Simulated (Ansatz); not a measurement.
Results of r²SCAN in Ansatz (plane waves, PAW) for rock-salt TiN.

Settings: plane-wave cutoff 500 eV, 10×14×1 k mesh (along the axes of the cell as run), Fermi–Dirac smearing 0.05 eV, scalar-relativistic PAW data made under PBE.

Task: Predict the surface energy of the (110) face and work function of the (110) face.

Result: 
- surface energy of the (110) face: 2.96 J/m²
- work function of the (110) face: 2.95 eV

The slab of 24 atoms is relaxed and unreconstructed.

Computing time: around 40 core-minutes (rough).

Ansatz is an electronic-structure program.
